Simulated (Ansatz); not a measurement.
Geometry optimisation, Ansatz 0.2.0, RKS B3LYP-D4/def2-SVP.

Input:

```yaml
crystal:
  periodic: [false, false, false]
  atoms:
    - { symbol: B, position_ang: [-0.9425, -0.495994, 0.532012] }
    - { symbol: H, position_ang: [1.338899, 0.048672, 0.943874] }
    - { symbol: F, position_ang: [1.365827, 0.432697, 0.097985] }
    - { symbol: "N", position_ang: [-1.372169, -0.097747, -0.711823] }
    - { symbol: H, position_ang: [-2.315353, -0.276581, -1.048777] }
    - { symbol: H, position_ang: [-0.752803, 0.388954, -1.359471] }
basis:
  gaussian: { orbitals: def2-SVP }
hamiltonian:
  xc: b3lyp
  dispersion: d4
relax:
  f_tol: 0.03
  max_steps: 50
```

Run as:

```bash
$ ansatz run input.yaml --threads 1 --pin off --max-ram 2048MiB --backend cpu --events-out ev --progress --plain --runs-dir out
```

Where does it end, and by what steps?

It converged. The force dipped under the threshold on the way, but the program's further checks kept it going. After 20 steps the energy has fallen by 0.134 eV; F3 moved furthest, 0.82 Å.

```tsv
step	energy less start (eV)	largest force component (eV/Å)	accepted
0	0.0000	0.300	yes
1	-0.0379	1.368	yes
2	-0.0771	0.854	yes
3	-0.1167	0.339	yes
4	-0.1196	0.334	yes
5	-0.1073	0.341	no
6	-0.1235	0.244	yes
7	-0.1289	0.065	yes
8	-0.1284	0.443	no
9	-0.1308	0.045	yes
10	-0.1310	0.208	yes
11	-0.1337	0.112	yes
12	-0.1340	0.007	yes
13	-0.1263	0.692	no
14	-0.1337	0.173	no
15	-0.1342	0.034	yes
16	-0.1342	0.040	no
17	-0.1342	0.011	yes
18	-0.1343	0.027	yes
19	-0.1343	0.037	no
20	-0.1343	0.013	yes
```

```xyz
6
Properties=species:S:1:pos:R:3
B -0.634 -0.276 0.233
H 1.114 0.010 0.881
F 1.964 0.386 0.656
N -1.484 -0.091 -0.820
H -2.452 -0.408 -0.820
H -1.187 0.379 -1.675
```

The run took 28 s on 1 thread of Arm Neoverse V1 (shared host), peak memory 0.12 GiB.
